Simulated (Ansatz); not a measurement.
# C2H2F2O: one species, many methods

How much do the methods differ for C2H2F2O? The plan is to run it at one geometry with functionals of several rungs and with coupled cluster, and see how far each lands from CCSD(T) at the basis-set limit for the atomisation energy.

Program: Ansatz 0.2.0, Gaussian basis. Level of theory: functionals in def2-TZVPP, the program's frozen cores in correlated methods. These are calculated values, not measurements.

Plan: LDA (SPW92), PBE-D4, revPBE-D4, BLYP-D4, r2SCAN-D4, B97M-V, PBE0-D4, B3LYP-D4, r2SCANh-D4, r2SCAN0-D4, HSE06-D4, BHLYP-D4, CAM-B3LYP-D4, LC-ωPBE, ωB97X-V, ωB97M-V, B2PLYP, PBE-QIDH; CCSD(T)/def2-SVP; CCSD(T)/def2-TZVPP; MP2/def2-QZVPP; extrapolation to the limit; RPA on PBE.

## 1. The geometry

An earlier PBE0-D4 in a triple-zeta def2 set relaxation fixed the geometry.

7 atoms, charge 0, spin multiplicity 1.

Atoms are counted from 1 here; the program's logs count them from 0.

Bond lengths: O1–C2 1.362 Å, O1–H6 0.960 Å, C2–C3 1.322 Å, C2–H7 1.084 Å, C3–F4 1.311 Å, C3–F5 1.317 Å. Angles: C2–O1–H6 109.1°, O1–C2–C3 121.1°, O1–C2–H7 120.0°, C3–C2–H7 118.8°, C2–C3–F4 125.4°, C2–C3–F5 123.3°, F4–C3–F5 111.3°.

## 2. LDA

This LDA is Slater exchange with PW92 correlation.

Input file in.yaml:

```yaml
crystal:
  periodic: [false, false, false]
  atoms:
    - {symbol: O, position_ang: [-1.353955, 0.324884, 0.448947]}
    - {symbol: C, position_ang: [-0.004233, 0.326395, 0.267332]}
    - {symbol: C, position_ang: [0.596555, -0.647880, -0.393614]}
    - {symbol: F, position_ang: [-0.006666, -1.653035, -0.981065]}
    - {symbol: F, position_ang: [1.905478, -0.742231, -0.509919]}
    - {symbol: H, position_ang: [-1.678898, 1.226979, 0.395184]}
    - {symbol: H, position_ang: [0.602918, 1.096888, 0.727534]}
basis:
  gaussian: {orbitals: def2-TZVPP}
hamiltonian: {xc: lda}
output: {orbitals: {seedname: orbitals}}
```

Started as:

```sh
$ ansatz run in.yaml --threads 2 --pin off --events-out ev --progress --plain --max-ram 4352MiB
```

The runs that follow: PBE-D4 (GGA); revPBE-D4 (GGA); BLYP-D4 (GGA); r2SCAN-D4 (meta-GGA); B97M-V (meta-GGA); B3LYP-D4 (hybrid); r2SCANh-D4 (hybrid); r2SCAN0-D4 (hybrid); HSE06-D4 (hybrid); BHLYP-D4 (hybrid); CAM-B3LYP-D4 (range-separated); LC-ωPBE (range-separated); ωB97X-V (range-separated); ωB97M-V (range-separated); B2PLYP (double hybrid); PBE-QIDH (double hybrid); CCSD(T) in def2-SVP; CCSD(T) in def2-TZVPP; MP2 in def2-QZVPP; RPA on PBE orbitals.

Q: Predict the results of all the runs planned. Wanted: atomisation energy, CCSD(T)/CBS; farthest beyond LDA; mean size of error, GGA; mean size of error, meta-GGA; mean size of error, hybrid; mean size of error, range-separated; mean size of error, double hybrid; gap, smallest and largest; T1 diagnostic.

As calculated:

| quantity | value |
| --- | --- |
| atomisation energy, CCSD(T)/CBS | 2837.4 kJ/mol |
| functionals within 14.2 kJ/mol (0.5 %) | B97M-V, B3LYP-D4, r2SCANh-D4, ωB97X-V |
| farthest beyond LDA | BHLYP-D4 (-167.7 kJ/mol) |
| mean size of error, GGA | 75.6 kJ/mol |
| mean size of error, meta-GGA | 15.1 kJ/mol |
| mean size of error, hybrid | 52.7 kJ/mol |
| mean size of error, range-separated | 18.7 kJ/mol |
| mean size of error, double hybrid | 23.1 kJ/mol |
| gap, smallest and largest | 5.03 eV (BLYP-D4), 12.37 eV (LC-ωPBE) |
| T1 diagnostic | 0.0124 |
| triples share of the correlation energy | 3.5 % |

The LDA atomisation energy is off by 617.9 kJ/mol (22 %): it overbinds. PBE-D4 is off by +152.1 kJ/mol. Double hybrids carry the basis error of their MP2 part in triple zeta, and no dispersion term here, so their miss is partly the set-up's. By mean error the best rung here is meta-GGA (15.1 kJ/mol) and the worst beyond LDA is GGA (75.6 kJ/mol). The gap between the best rungs is small, so their order is not settled. Misses under about 14.2 kJ/mol are within the doubt on the reference itself, which lacks core-valence correlation, relativity and higher excitations. Hartree-Fock recovers 67 % of the binding; the rest is correlation. CCSD(T) in def2-SVP is off by -152.9 kJ/mol, so the small basis spoils what the method gains. Orbital gaps span 5.0 to 12.4 eV; exact exchange widens them.
